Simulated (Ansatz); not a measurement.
CH3+, SMILES `[CH3+]`, relaxed with RKS PBE0-D4/def2-TZVP in Ansatz 0.2.0 from a GFN2-xTB geometry. The force threshold is 0.005 eV/Å; the program also tests the step.

Total charge 1; spin multiplicity 1.

Start:

```xyz
4

C     0.000    0.000    0.000
H    -0.755   -0.629   -0.501
H     0.497    0.811   -0.557
H     0.258   -0.182    1.057
```

| step | energy (eV) | largest force (eV/Å) | largest move (Å) |
| --- | --- | --- | --- |
| 1 | -1073.0389 | 0.294 | 0.000 |
| 2 (rejected) | -1073.0191 | 0.673 | 0.039 |
| 3 | -1073.0439 | 0.005 | 0.010 |
| 4 | -1073.0439 | 0.000 | 0.000 |

End:

```xyz
4

C     0.000    0.000    0.000
H    -0.749   -0.624   -0.496
H     0.493    0.805   -0.552
H     0.256   -0.181    1.047
```

Run time 3.4 s (2 threads of a server CPU on a shared host); peak host memory 0.28 GiB.
